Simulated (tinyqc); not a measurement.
RKS/BP86 in the sto-3g basis, for H2O, spin multiplicity 1, step by step (part 2 of 2). Computed by tinyqc, a small Python program that keeps every step (integrals from PySCF). Command: `OMP_NUM_THREADS=1 python tinyqc.py 30900 30901 out.jsonl` (the two numbers bound the seeds that draw the settings). One thread of a shared host (Intel(R) Xeon(R) Processor @ 2.60GHz), about 0.7 s of CPU time with the checks.

Geometry (angstrom):
```
atom         x          y         z
O     0.000000   0.000000  0.000000
H     0.000000   1.012000  0.868000
H     0.000000  -1.012000  0.868000
```

## Iteration 12 (converged): orbitals

converged F (hartree), lower triangle:
```
             1O 1s      1O 2s     1O 2px     1O 2py     1O 2pz      2H 1s      3H 1s
1O 1s   -18.515106
1O 2s    -4.769286  -1.909033
1O 2px    0.000000   0.000000  -0.076995
1O 2py    0.000000   0.000003   0.000000  -0.142260
1O 2pz   -0.012301  -0.070729   0.000000   0.000000  -0.131921
2H 1s    -0.455230  -0.381732   0.000000  -0.148693  -0.139895  -0.213398
3H 1s    -0.455230  -0.381733   0.000000   0.148696  -0.139896  -0.100568  -0.213409
```

X, lower triangle:
```
            1O 1s      1O 2s    1O 2px     1O 2py     1O 2pz      2H 1s     3H 1s
1O 1s    1.022838
1O 2s   -0.129606   1.080614
1O 2px   0.000000   0.000000  1.000000
1O 2py   0.000000   0.000000  0.000000   1.032572
1O 2pz  -0.004160   0.035452  0.000000   0.000000   1.021412
2H 1s    0.013874  -0.141287  0.000000  -0.110988  -0.085695   1.058623
3H 1s    0.013874  -0.141287  0.000000   0.110988  -0.085695  -0.040191  1.058623
```

Diagonalise F' = X^T F X, C = X C', fill 5 alpha and 5 beta electrons from the bottom; D = 2 C_occ C_occ^T. Each column has its largest component positive (the first on a tie).

F' = X^T F X (hartree), lower triangle:
```
            1          2          3          4          5          6          7
1  -18.161195
2   -2.520812  -1.019747
3    0.000000   0.000000  -0.076995
4    0.000000   0.000003   0.000000  -0.086295
5   -0.023189  -0.023566   0.000000   0.000000  -0.095604
6   -0.025715  -0.163655   0.000000  -0.142308  -0.112920  -0.100639
7   -0.025715  -0.163655   0.000000   0.142309  -0.112921  -0.033440  -0.100652
```

orbital energies (hartree): MO1 -18.524514, MO2 -0.748302, MO3 -0.278231, MO4 -0.211873, MO5 -0.076995, MO6 0.074058, MO7 0.124731

coefficients C:
```
              MO1        MO2        MO3        MO4       MO5        MO6        MO7
1O 1s    0.993966  -0.247788  -0.000005   0.094701  0.000000  -0.071143  -0.000006
1O 2s    0.025100   0.934849   0.000023  -0.445918  0.000000   0.390244   0.000031
1O 2px   0.000000   0.000000   0.000000   0.000000  1.000000   0.000000   0.000000
1O 2py   0.000000  -0.000005   0.638906   0.000027  0.000000  -0.000060   0.826221
1O 2pz   0.001973   0.108990  -0.000013   0.677360  0.000000   0.767167   0.000044
2H 1s   -0.003827   0.123224   0.455901   0.402525  0.000000  -0.607316  -0.638913
3H 1s   -0.003827   0.123229  -0.455934   0.402511  0.000000  -0.607393   0.638825
```

D after iteration 12, lower triangle:
```
            1O 1s      1O 2s    1O 2px     1O 2py    1O 2pz      2H 1s     3H 1s
1O 1s    2.116673
1O 2s   -0.497850   2.146831
1O 2px   0.000000   0.000000  2.000000
1O 2py   0.000001  -0.000004  0.000000   0.816401
1O 2pz   0.078203  -0.400216  0.000000   0.000019  0.941397
2H 1s    0.007560  -0.128766  0.000000   0.582577  0.572142   0.770142
3H 1s    0.007563  -0.128785  0.000000  -0.582577  0.572147  -0.061282  0.770181
```

## Convergence

Stop when the energy changes by less than 1e-08 hartree and every element of the error matrix X^T (F D S - S D F) X is below 3e-05.

Course of the cycle:
```
iteration   E (hartree)     change  largest element of the error matrix
1          -66.60000178          -                             1.46e+01
2          -74.19131958  -7.59e+00                             5.72e-01
3          -73.88514077   3.06e-01                             5.92e-01
4          -75.17974747  -1.29e+00                             2.16e-01
5          -75.13782631   4.19e-02                             2.72e-01
6          -75.16354928  -2.57e-02                             2.41e-01
7          -75.20588049  -4.23e-02                             1.64e-01
8          -75.24292535  -3.70e-02                             2.72e-02
9          -75.24382725  -9.02e-04                             1.36e-03
10         -75.24382945  -2.20e-06                             3.06e-04
11         -75.24382956  -1.13e-07                             2.00e-05
12         -75.24382956  -2.94e-10                             1.11e-05
```

PySCF RKS in the same basis, fine grid = -75.24373103 hartree

Converged in 12 iterations. The coarse grid moves the energy by -9.85e-05 hartree.

## Populations, bond orders and dipole

overlap S, lower triangle:
```
           1O 1s     1O 2s    1O 2px     1O 2py    1O 2pz     2H 1s     3H 1s
1O 1s   1.000000
1O 2s   0.236704  1.000000
1O 2px  0.000000  0.000000  1.000000
1O 2py  0.000000  0.000000  0.000000   1.000000
1O 2pz  0.000000  0.000000  0.000000   0.000000  1.000000
2H 1s   0.022298  0.265777  0.000000   0.192008  0.164686  1.000000
3H 1s   0.022298  0.265777  0.000000  -0.192008  0.164686  0.114597  1.000000
```

Mulliken: Z minus the diagonal of D S on the atom; Loewdin: the same with S^(1/2) D S^(1/2); Mayer order: 2 sum_s sum (D(s) S)_ij (D(s) S)_ji over the two atoms.

Charges (e):
```
atom   Mulliken    Loewdin
1O    -0.129669  -0.098295
2H     0.064852   0.049164
3H     0.064817   0.049131
```

Mayer bond orders:
```
pair     order
2-1   0.995183
3-1   0.995188
3-2   0.000611
```

dipole moment about the origin, x y z (debye): 0.000000  0.000186  1.056243
